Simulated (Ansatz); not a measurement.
**Be3Si2: from a trial structure to a relaxed crystal**

All numbers below come from DFT PBE, scalar-relativistic, plane waves, PAW in Ansatz 0.2.0. Cutoff 420 eV, Γ-centred k mesh, Gaussian smearing, no spin polarisation in the final step.

Be3Si2 was placed on the sites of a reported Th3Ga2 cell (P4/mbm, No. 127), with Si in place of Ga, Be in place of Th, at a guessed volume.

```xyz
10
Lattice="5.9723 0.0000 0.0000 0.0000 5.9723 0.0000 0.0000 0.0000 3.1534" Properties=species:S:1:pos:R:3 pbc="T T T"
Be    0.0000    0.0000    0.0000
Be    2.9861    2.9861    0.0000
Be    1.0559    4.0420    1.5767
Be    1.9302    1.0559    1.5767
Be    4.9164    1.9302    1.5767
Be    4.0420    4.9164    1.5767
Si    2.2856    5.2717    0.0000
Si    0.7005    2.2856    0.0000
Si    3.6867    0.7005    0.0000
Si    5.2717    3.6867    0.0000
```

Cell and atoms relax at zero pressure; the relaxation can't lower the symmetry of the start. After a coarse first stage the cell is made exact in the group found at 0.06 Å.

The zero of energy is the elements' standard structures at the same level; no fitted shifts are applied.

Describe the relaxed structure.

It keeps P4/mbm (No. 127). Conventional cell: a = 5.876 Å, c = 3.495 Å. Be on Wyckoff site a (2 atoms of the primitive cell) is coordinated by 4 Si at 2.27 Å and 8 Be at 2.78 Å; Be on Wyckoff site h (4 atoms of the primitive cell) is coordinated by 2 Si at 2.32 Å, 4 Si at 2.56 Å and 9 Be at 2.78–3.06 Å; Si is coordinated by 4 Be at 2.27–2.32 Å, 1 Si at 2.33 Å and 4 Be at 2.56 Å.

```xyz
10
Lattice="5.8759 0.0000 0.0000 0.0000 5.8759 0.0000 0.0000 0.0000 3.4952" Properties=species:S:1:pos:R:3 pbc="T T T"
Be    0.0000    0.0000    0.0000
Be    2.9379    2.9379    0.0000
Be    1.0328    3.9707    1.7476
Be    1.9051    1.0328    1.7476
Be    4.8431    1.9051    1.7476
Be    3.9707    4.8431    1.7476
Si    2.1156    5.0535    0.0000
Si    0.8224    2.1156    0.0000
Si    3.7603    0.8224    0.0000
Si    5.0535    3.7603    0.0000
```

What are its volume, energy, density and gap?

The volume per atom is 12.07 Å³ and the density is 2.29 g/cm³. The energy over the elements is 0.51 eV/atom. The gap on the 6×6×10 mesh is 0 eV (a metal).

The final run used a 6×6×10 mesh on its 10-atom cell and 0.10 eV smearing. The k mesh leaves about 4 meV/atom of noise in metals. A structure relaxed within its symmetry needn't be a true minimum. The steps took roughly 70 core-seconds in all.

Cost: 3 runs of about 1.1 core-minutes in all, on Intel Xeon Platinum 8488C (Sapphire Rapids) (shared hosts).